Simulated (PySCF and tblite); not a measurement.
Values are calculated unless marked as measured or tabulated.
Rotation: stationary points, barriers and rates

System: C3H3FO2, numbered as in [O:1]=[CH:2]/[CH:3]=[C:4](/[OH:5])[F:6].

Motion: rotation about the C2–C3 bond (torsion O1–C2–C3–C4 from 180° to 360°, rising). Level: PBE0/pcSseg-1 + D3(BJ), IEF-PCM chloroform on PBE0-D3(BJ)/def2-SVP stationary points, with GFN2-xTB thermal terms. Rates follow Eyring's equation with the number of equivalent paths and no tunnelling. Programs: tblite and PySCF.

```
 point  symmetry  E(GFN2) kcal/mol  E(DFT) kcal/mol  ZPE change kcal/mol  lowest mode cm⁻¹  dipole D
 start        Cs               0.0              0.0                 0.00               131      6.20
saddle        C1               8.2             12.7                -0.83              196i      3.87
   end        Cs               1.5              1.5                 0.05                96      4.60
```

| Property | Result |
| --- | --- |
| Electronic barrier | 12.7 kcal/mol |
| Barrier with zero-point energy | 11.8 kcal/mol |
| ΔH‡ (298 K) | 11.6 kcal/mol |
| ΔS‡ (298 K, symmetry apart) | -1.4 cal/(mol K) |
| Paths | 2 equivalent paths |
| End point | a different minimum |
| Mean lifetime of the start against this motion at 298 K | 53 µs |
| Cost | 76 s on 1 thread of Intel Xeon Platinum 8488C, shared host (rough), peak memory 0.58 GiB, launched as `OMP_NUM_THREADS=1 python ens_run.py task.json out` |

| T/K | ΔG‡ kcal/mol | k s⁻¹ | ΔG kcal/mol | k back s⁻¹ |
| --- | --- | --- | --- | --- |
| 200 | 11.9 | 0.78 | 1.6 | 41 |
| 250 | 12.0 | 355 | 1.6 | 8500 |
| 298 | 12.0 | 1.9×10⁴ | 1.6 | 2.7×10⁵ |
| 350 | 12.1 | 4×10⁵ | 1.6 | 4×10⁶ |
| 400 | 12.2 | 3.6×10⁶ | 1.6 | 2.8×10⁷ |

ΔG and ΔG‡ leave out symmetry numbers and mirror images; rates count paths: 2 out, 2 back.
